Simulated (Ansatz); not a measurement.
`NCC(F)(F)F` → `F[C](F)F`• + `[CH2]N`• at 700 K and 1 bar (homolysis of the C–C bond).

Gas-phase electronic energies from Ansatz, PBE0-D4/def2-TZVP geometries. CCSD(T)/CBS is the MP2 limit (def2-TZVPP, def2-QZVPP) plus CCSD(T) − MP2 in def2-TZVPP, frozen cores. Open shells (•) are unrestricted, without spin–orbit coupling. One conformer a species, not always the lowest.

| species | CCSD(T)/CBS energy (Eh) | H − E (kJ/mol) | S (J/(mol·K)) |
| --- | --- | --- | --- |
| `NCC(F)(F)F` | -432.59508 | 256.2 | 432.3 |
| `F[C](F)F`• | -337.34656 | 68.7 | 315.8 |
| `[CH2]N`• | -95.09224 | 170.4 | 298.3 |

H − E and S are ideal-gas, rigid-rotor, harmonic terms from PBE0-D4/def2-TZVP, for one conformer and one mirror image of each species, with the whole ground term of open shells counted as degenerate. 1 Eh = 2625.50 kJ/mol, R = 8.31446 J/(mol·K).

Q: By hand: ΔE, ΔH, ΔS and ΔG.

A: ΔE = (-337.34656) + (-95.09224) − (-432.59508) = 0.15628 Eh = 410.3 kJ/mol. Δ(H − E) = 68.7 + 170.4 − 256.2 = -17.1, so ΔH = 393.2 kJ/mol. ΔS = 315.8 + 298.3 − 432.3 = 181.8 J/(mol·K). ΔG = 393.2 − 700 × (181.8)/1000 = 265.9 kJ/mol.

Q: By hand: the equilibrium constant, and the temperature at which ΔG would vanish if ΔH and ΔS stayed fixed.

A: log₁₀ K = −ΔG/(RT ln 10) = -19.8. ΔG = 0 at ΔH/ΔS = 2163 K.

The number of gas molecules changes by +1, which sets the sign of ΔS. A doubt of 5 kJ/mol in ΔE shifts log₁₀ K by 0.4 here. Other conformers and mirror images would add mixing entropy, several J/(mol·K) or more a flexible species. These are equilibria of isolated gas molecules and say nothing of rates. Largest T1 diagnostic: 0.016 (customary marks: 0.02 for closed shells, 0.045 for open ones).
